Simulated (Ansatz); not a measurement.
We consider rock-salt ZrC, described by PBEsol (Ansatz, a first-principles code, plane waves, PAW).

Numerical settings: plane-wave cutoff 520 eV, 16×16×16 k mesh, Fermi–Dirac smearing 0.1 eV, perturbation theory, force constants from a 4×4×4 q mesh, scalar-relativistic PAW data made under PBE.

Quasi-harmonic lattice constant against temperature at zero pressure (zero-point motion included); the last value is withheld.

```json
[
 {"T (K)": "300", "lattice constant (Å)": "4.6819"},
 {"T (K)": "400", "lattice constant (Å)": "4.6848"},
 {"T (K)": "500", "lattice constant (Å)": "4.6880"},
 {"T (K)": "600", "lattice constant (Å)": "4.6913"},
 {"T (K)": "700", "lattice constant (Å)": "4.6947"},
 {"T (K)": "800", "lattice constant (Å)": "?"}
]
```

Fit a straight line to the rows shown and predict the value at 800 K, and give the mean linear expansion coefficient over the rows shown.

Means: 500 K and 4.68814 Å. Σ(T − T̄)(y − ȳ) = 3.2100 and Σ(T − T̄)² = 100000, so the slope is 3.21e-05 Å/K. Divided by the mean, α = 6.8 × 10⁻⁶/K. At 800 K: 4.68814 + (3.21e-05) × 300 = 4.6978 Å. The run gives 4.6983 Å.

At 300 K the run's own coefficient is 5.7 × 10⁻⁶/K.

Anharmonicity beyond the change of volume is left out, and so is the electrons' share.
